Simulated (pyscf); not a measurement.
Single points on ωB97X-D3(BJ)/def2-SVP structures (PySCF, gas phase).

For the elementary gas-phase step •H₂C–CH₂–NH₂ -> H₃C–CH₂–NH• (doublet surface; H–N broken, C–H formed), what barrier and reaction energy does ωB97M-D3(BJ)/def2-TZVP give, measured from the reactant's lowest minimum found?

ΔE‡ = 35.7 kcal/mol, ΔE = -2.2 kcal/mol. CCSD(T)/def2-TZVPP + ΔMP2(QZVPP) gives 36.0 kcal/mol and -1.2 kcal/mol. Zero-point energy shifts the barrier by -2.5 kcal/mol. It is a hydrogen shift, with an imaginary mode of 2159i cm⁻¹. •H₂C–CH₂–NH₂ lies 11.2 kcal/mol over its isomer H₃C–CH•–NH₂, and others may lie lower still (electronic energy, ωB97M-D3(BJ)). H₃C–CH₂–NH• lies 8.9 kcal/mol over its isomer H₃C–CH•–NH₂, and others may lie lower still (electronic energy, ωB97M-D3(BJ)). This is the saddle that the search found; another between the same sides may lie lower. The CCSD(T) − MP2 part came from Ansatz, without density fitting, on the same reference.
